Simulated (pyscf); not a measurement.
O=Nb(F)(F)–F + hydrogen (H₂) → HO–NbH(F)(F)–F, an addition across a multiple bond or ene-type step (singlet surface; H–H broken, H–O, H–Nb formed). Structures and frequencies: ωB97X-D3(BJ)/def2-SVP in PySCF. Energies in kcal/mol from the separated reactants.

Small-basis levels: PySCF, no dispersion term, spherical d functions. AM1 to PM7: differences of heats of formation from MOPAC, which are fitted to 298 K values and so differ in kind from electronic energies by zero-point and thermal terms. GFN2-xTB: tblite. Cost: rough CPU time at the saddle relative to B3LYP/6-31G*+LANL2DZ, from one job on a shared machine.

| level | barrier | reaction energy | cost |
|---|---|---|---|
| MP2/6-31G*+LANL2DZ | 63.6 | +38.7 | 0.1 |
| SVWN5/6-31G*+LANL2DZ | 26.8 | +4.1 | 0.9 |
| BP86/6-31G*+LANL2DZ | 40.9 | +16.4 | 1 |
| B3LYP/LANL2DZ | 47.9 | +5.4 | 0.9 |
| B3LYP/6-31G*+LANL2DZ | 45.2 | +15.1 | 1 |
| M06-2X/6-31G*+LANL2DZ | 44.7 | +11.9 | 3 |
| B3LYP/6-311+G**+LANL2DZ | 38.2 | +6.7 | 2 |
| PBE/def2-SVP | 29.3 | +9.5 | 2 |
| B3LYP/def2-SVP | 34.3 | +8.6 | 1 |
| GFN2-xTB | -11.9 | -64.7 | under 0.02 |
| PM6 | 67.7 | +30.5 | under 0.02 |
| PM7 | 182.3 | +125.0 | under 0.02 |
| ωB97M-D3(BJ)/def2-TZVP | 36.0 | +9.7 | – |

Against the last row the barrier runs from -47.9 (GFN2-xTB) to +146.3 kcal/mol (PM7). At GFN2-xTB this geometry lies under one side, so the entry may be no barrier of that level: it is a single point on another level's saddle. ωB97M-D3(BJ)/def2-TZVP has limits of its own. On the product side the descent ends in a point that may be a rotor saddle (no frequency run), 1.9 kcal/mol over the lowest minimum found and 23.8 kcal/mol under the saddle at ωB97X-D3(BJ)/def2-TZVP. At the saddle there is also a short H–Nb contact that neither side keeps. This is the saddle that the search found; another between the same sides may lie lower. In the def2 sets elements past Kr carry core potentials, without spin-orbit coupling.
